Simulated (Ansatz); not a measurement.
`C=C(F)NC` + H₂O → `C=C(O)NC` + H–F at 298.15 K and 1 bar (formal hydrolysis of a C–F bond).

Program: Ansatz. Geometries: PBE0-D4/def2-TZVP. ΔE: electronic, gas phase. CCSD(T)/CBS adds triple-zeta CCSD(T) − MP2 to the extrapolated MP2 energy (def2 sets, frozen cores). This one scheme is used for every species. Each species was taken in one conformer, which may not be the lowest.

| species | CCSD(T)/CBS energy (Eh) | H − E (kJ/mol) | S (J/(mol·K)) |
| --- | --- | --- | --- |
| `C=C(F)NC` | -272.22690 | 253.8 | 314.0 |
| H₂O | -76.37941 | 66.4 | 188.7 |
| `C=C(O)NC` | -248.21918 | 287.0 | 315.4 |
| H–F | -100.39570 | 33.5 | 173.6 |

H − E and S are ideal-gas, rigid-rotor, harmonic terms from PBE0-D4/def2-TZVP, for one conformer and one mirror image of each species. 1 Eh = 2625.50 kJ/mol, R = 8.31446 J/(mol·K).

Problem. By hand: ΔE, ΔH, ΔS and ΔG.

Solution. ΔE = (-248.21918) + (-100.39570) − (-272.22690) − (-76.37941) = -0.00857 Eh = -22.5 kJ/mol. Δ(H − E) = 287.0 + 33.5 − 253.8 − 66.4 = 0.3, so ΔH = -22.2 kJ/mol. ΔS = 315.4 + 173.6 − 314.0 − 188.7 = -13.7 J/(mol·K). ΔG = -22.2 − 298.15 × (-13.7)/1000 = -18.1 kJ/mol.

Problem. By hand: the equilibrium constant, and the temperature at which ΔG would vanish if ΔH and ΔS stayed fixed.

Solution. log₁₀ K = −ΔG/(RT ln 10) = 3.2. ΔG = 0 at ΔH/ΔS = 1620 K, though so small a ΔS makes that figure unsure.

The number of gas molecules stays the same, so ΔS is small and ΔH decides. A doubt of 5 kJ/mol in ΔE shifts log₁₀ K by 0.9 here. Other conformers and mirror images would add mixing entropy, several J/(mol·K) or more a flexible species. These are equilibria of isolated gas molecules and say nothing of rates. Largest T1 diagnostic: 0.011 (customary marks: 0.02 for closed shells, 0.045 for open ones).
